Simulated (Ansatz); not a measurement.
`C=C(O)O`, relaxed with RKS PBE-D4/def2-SVP in the Gaussian-basis code of Ansatz from a rough embedded geometry. The force threshold is 0.03 eV/Å; the program also tests the step.

Total charge 0; spin multiplicity 1.

Start:

```xyz
8

C     0.817   -0.662    0.076
C    -0.089    0.231   -0.018
O     0.244    1.534   -0.010
O    -1.430   -0.009   -0.071
H     1.917   -0.377    0.128
H     0.683   -1.738    0.037
H    -0.654    2.025   -0.059
H    -1.489   -1.006   -0.083
```

| step | energy (eV) | largest force (eV/Å) | largest move (Å) |
| --- | --- | --- | --- |
| 1 | -6220.6294 | 4.695 | 0.000 |
| 2 | -6220.9503 | 1.045 | 0.059 |
| 3 | -6220.9881 | 0.254 | 0.034 |
| 4 | -6220.9948 | 0.191 | 0.032 |
| 5 | -6220.9969 | 0.048 | 0.009 |
| 6 | -6220.9971 | 0.012 | 0.004 |

End:

```xyz
8

C     0.908   -0.699    0.062
C    -0.065    0.237   -0.007
O     0.182    1.565   -0.006
O    -1.408   -0.001   -0.086
H     1.956   -0.386    0.123
H     0.662   -1.768    0.057
H    -0.683    2.016   -0.057
H    -1.552   -0.965   -0.085
```

Run time 3.6 s (4 threads of a server CPU on a shared host); peak host memory 0.14 GiB.
